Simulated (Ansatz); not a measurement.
## Sb2Mo: from a trial structure to a relaxed crystal

Computed with DFT PBE, scalar-relativistic, plane waves, PAW in Ansatz. Cutoff 420 eV, Γ-centred k mesh, Gaussian smearing, no spin polarisation in the final step.

The start puts Sb2Mo on the cuprite structure type (Pn-3m, No. 224), with Mo in place of O, Sb in place of Cu, at a guessed volume.

```
CELL_PARAMETERS angstrom
5.41960 0.00000 0.00000
0.00000 5.41960 0.00000
0.00000 0.00000 5.41960
ATOMIC_POSITIONS crystal
Sb 0.25000 0.25000 0.25000
Sb 0.25000 0.75000 0.75000
Sb 0.75000 0.75000 0.25000
Sb 0.75000 0.25000 0.75000
Mo 0.00000 0.00000 0.00000
Mo 0.50000 0.50000 0.50000
```

Cell and atoms relax at zero pressure; the relaxation can't lower the symmetry of the start. After a coarse first stage the cell is made exact in the group found at 0.06 Å.

Formation energies are uncorrected and refer to the elements' standard structures at the same level.

Problem. Describe the relaxed structure.

Solution. It keeps Pn-3m (No. 224). The result has the cuprite structure. Conventional cell: a = 5.891 Å. Sb has 2 Mo at 2.55 Å; around Mo lie 4 Sb at 2.55 Å.

Space group Pn-3m:1 (No. 224). a = 5.891 Å, b = 5.891 Å, c = 5.891 Å, α = 90.00°, β = 90.00°, γ = 90.00°
```tsv
atom	site	symmetry	x	y	z
Sb	4b	.-3m	0.2500	0.2500	0.2500
Mo	2a	-43m	0.0000	0.0000	0.0000
```

Problem. What are its volume, energy, density and gap?

Solution. The volume per atom is 34.08 Å³ and the density is 5.51 g/cm³. The energy over the elements is 0.89 eV/atom and the gap on the 6×6×6 mesh is 0 eV (a metal).

The final run used a 6×6×6 mesh on its 6-atom cell and 0.10 eV smearing. The k mesh leaves about 4 meV/atom of noise in metals. Spin–orbit coupling is left out. A structure relaxed within its symmetry needn't be a true minimum. The steps took about 2.8 core-minutes in all.